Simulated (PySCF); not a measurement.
Gas-phase reaction: 2 (CH3)2Si + (CH3)3N ⇌ 2 ethylsilane + HNC + C2H4

Energies from PySCF, thermal terms from the rigid-rotor harmonic-oscillator model, ideal gas at 1 bar. † marks an energy on the PBE0/def2-TZVP geometry and frequencies; other levels use their own. CCSD(T) freezes the core. 6-31G* has spherical d functions here. All species are closed-shell singlets. B3LYP is the form with VWN-RPA correlation. No R ln 2 is added for the mirror-image form of (CH3)2Si. (CH3)2Si: computed as isolated molecules; such fragments, hydroxides, amides, oligomers or adducts are transient or little studied in the gas. CCSD(T) isn't extrapolated to the basis-set limit. The harmonic model lacks anharmonicity and excited electronic states, which grow with temperature; levels with a mode under 35 cm⁻¹ are left out. Internal rotation in (CH3)2Si, (CH3)3N, ethylsilane is treated as a harmonic vibration of one conformer, which makes the entropy rough.

ΔH° and ΔS° at 298 K: B3LYP/6-31G* -65 kJ, 134 J/K; B3LYP/def2-TZVP† -107 kJ, 138 J/K; BLYP/def2-TZVP† -115 kJ, 138 J/K; CCSD(T)/def2-SVP† -115 kJ, 138 J/K; HF/def2-TZVP† -179 kJ, 138 J/K.

Problem. With the heat capacities included, give log10 K (1 bar) at 500, 800, 1000, 1600, 1800 K from B3LYP/6-31G*, B3LYP/def2-TZVP†, BLYP/def2-TZVP†, CCSD(T)/def2-SVP†, HF/def2-TZVP†.

Solution. 
| T (K) | B3LYP/6-31G* | B3LYP/def2-TZVP† | BLYP/def2-TZVP† | CCSD(T)/def2-SVP† | HF/def2-TZVP† |
|---|---|---|---|---|---|
| 500 | 13.8 | 18.4 | 19.3 | 19.3 | 26.0 |
| 800 | 11.3 | 14.3 | 14.8 | 14.8 | 19.0 |
| 1000 | 10.5 | 12.9 | 13.3 | 13.3 | 16.7 |
| 1600 | 9.3 | 10.8 | 11.1 | 11.1 | 13.2 |
| 1800 | 9.1 | 10.4 | 10.7 | 10.7 | 12.5 |
